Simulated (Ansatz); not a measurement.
Molecule: silane, SiH₄, net charge 0, singlet state. 
Geometry from a B3LYP-D3(BJ)/def2-TZVP (Ansatz, a quantum-chemistry and plane-wave program) optimisation:
SMILES: [SiH4]
```xyz
5

Si     0.0000     0.0000     0.0000
H      0.8756     0.8547     0.8331
H     -0.8222    -0.8655     0.8753
H     -0.8862     0.8545    -0.8220
H      0.8328    -0.8437    -0.8864
```

Atomisation energy built up term by term with Ansatz (kcal/mol; UHF references for open shells; valence terms freeze the core; atomic spin-orbit terms are left out). CBS(X,Y): correlation extrapolated as X^-3; Hartree-Fock from the larger set.

```csv
term,basis,kcal/mol
Hartree-Fock,def2-QZVPPD,256.81
CCSD correlation,"CBS(def2-TZVPPD,def2-QZVPPD)",(withheld)
(T),"CBS(def2-TZVPPD,def2-QZVPPD)",(withheld)
CCSDT - CCSD(T),cc-pV(D+d)Z,0.10
(Q),cc-pV(D+d)Z,0.01
core correlation,cc-pwCVTZ,-0.28
scalar relativity (X2C),cc-pVTZ-DK against cc-pVTZ,-0.67
sum: De,,(withheld)
```

**Question.** What belongs in the gaps?

**Answer.** 
- CCSD correlation, kcal/mol: 67.36
- (T), kcal/mol: 0.93
- sum: De, kcal/mol: 324.3
